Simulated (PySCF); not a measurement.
(CH3)2CHCHF2, C4H8F2.
Geometry (GFN2-xTB, Å), atoms numbered from 1 in this order:
```
atom  x, y, z in Å
C1     1.4029   -0.2971    0.2155
C2     0.0141   -0.1553   -0.4040
C3    -1.0120   -1.0280    0.3136
C4    -0.4359    1.3037   -0.3555
F5    -0.4050    1.7921    0.9087
F6     0.3919    2.0956   -1.0830
H7     1.7428   -1.3261    0.1374
H8     2.1137    0.3452   -0.2986
H9     1.3755   -0.0160    1.2657
H10    0.0575   -0.4301   -1.4633
H11   -1.9897   -0.9467   -0.1560
H12   -0.7000   -2.0683    0.2842
H13   -1.0994   -0.7227    1.3537
H14   -1.4572    1.4533   -0.7405
```

Structure optimised with GFN2-xTB, isolated species.

Take the most abundant isotopes and a rigid rotor. The values belong to one conformer with, in the numbering `[CH3:1][CH:2]([CH3:3])[CH:4]([F:5])[F:6]`, C1–C2–C4–F5 -56°.

(1) Give the principal moments of inertia and the rotational constants in MHz.

(2) What kind of rotor is it?

(3) Is it planar, by Δ = Ic − Ia − Ib?

(4) Give the other two planar moments, Paa and Pbb, and the rms extents of the mass along the axes.

(5) Estimate the classical rotational partition function at 50 K, 200 K and 500 K.

## Answers

(1) Ia = 106.25, Ib = 183.24, Ic = 211.36 u·Å²; 505379 MHz·u·Å²/I gives A = 4756, B = 2758, C = 2391 MHz.

(2) An asymmetric top; Ray's κ = -0.690.

(3) Not planar: Δ = Ic − Ia − Ib = -78.14 u·Å². For a rigid frame Δ = −2 Σ m c², so Σ m c² = 39.07 u·Å² lies off the ab plane: 9.12 from hydrogen and 29.95 from heavier atoms. The atom farthest from that plane is 1.68 Å away.

(4) Paa = Σ m a² = (Ib + Ic − Ia)/2 = 144.17 and Pbb = Σ m b² = (Ia + Ic − Ib)/2 = 67.18 u·Å². With the mass M = 94.06 u, the rms extents √(P/M) along a, b and c are 1.24, 0.85, 0.64 Å.

(5) Point group C1, symmetry number σ = 1; q = (√π/σ)·√((kT/h)³/(ABC)), k/h = 20836.6 MHz/K: 10600 at 50 K, 85100 at 200 K, 337000 at 500 K.

GFN2-xTB frequencies: not computed here. No vibrational averaging or centrifugal distortion is included, and the geometry carries the error of its method.
